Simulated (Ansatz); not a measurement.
A run for Ansatz (a quantum-chemistry and plane-wave program): R-CCSD(T)/aug-cc-pVDZ on C2H2 (SMILES C#C).

Ansatz 0.2 input:
```yaml
crystal:
  periodic: [false, false, false]
  atoms:
    - {symbol: C, position_ang: [0.00000000, 0.60356400, -2.18173438]}
    - {symbol: H, position_ang: [0.00000000, 1.66847581, -2.18429610]}
    - {symbol: C, position_ang: [0.00000000, -0.60356400, -2.18173438]}
    - {symbol: H, position_ang: [0.00000000, -1.66847581, -2.18429610]}
basis:
  gaussian:
    orbitals: aug-cc-pVDZ
magnetization: {spin_polarized: false}
correlation: {method: ccsd_t, electrons: outside_noble_gas}
scf: {lower_state_search: off}
```

It printed:

```
WARN ansatz: RAYON_NUM_THREADS=1 ignored (pool sized by the plan → 1); use --threads N
Functional definition: HF
these checks for a lower state are left out or cut short: stability, starts, cluster_reference, orbital_swaps, neighbouring_geometries, increment
integrals: 0.04 GiB planned
648 factors; integrals over basis functions are off by at most 1.1e-3 eV
mean field: 0.09 GiB planned
mean field evaluation 1: about -2089.0993 eV, gradient 2.3e1 eV
mean field evaluation 2: about -2089.0995 eV, gradient 2.3e1 eV
mean field evaluation 4: about -2090.5924 eV, gradient 1.6e0 eV
mean field evaluation 8: about -2090.6024 eV, gradient 3.5e-5 eV
mean field -2090.60238783 eV, -76.8282206916 hartree, gradient 1.6e-6 eV, S^2 0.000000; 0 other end points of the search recorded, 0 dependent functions left out
2 core orbitals not correlated
reference -2090.60238783 eV, -76.8282206916 hartree; 5, 5 occupied and 57, 57 virtual orbitals, 648 factors
second order -7.17126370 eV of doubles, -0.00000000 eV of singles
coupled cluster: 0.13 GiB planned
cycle   1  -7.30688538 eV  change   -1.4e-1 eV  update   6.7e-2
cycle   2  -7.54239949 eV  change   -2.4e-1 eV  update   2.3e-2
cycle   3  -7.59982696 eV  change   -5.7e-2 eV  update   1.1e-2
cycle   4  -7.60593426 eV  change   -6.1e-3 eV  update   3.3e-3
cycle   5  -7.60725200 eV  change   -1.3e-3 eV  update   8.0e-4
cycle   6  -7.60733993 eV  change   -8.8e-5 eV  update   2.0e-4
cycle   7  -7.60741771 eV  change   -7.8e-5 eV  update   4.5e-5
cycle   8  -7.60743573 eV  change   -1.8e-5 eV  update   1.4e-5
cycle   9  -7.60743082 eV  change    4.9e-6 eV  update   3.5e-6
perturbative correction -0.33580451 eV, -0.0123405880 hartree
Total energy: -2098.54562316 eV, -77.1201292059 hartree
Checks for a lower state left out: stability, starts, cluster_reference, orbital_swaps, neighbouring_geometries, increment
```

The calculation finished and met its thresholds.

Cost: very roughly 1.4 core-seconds.
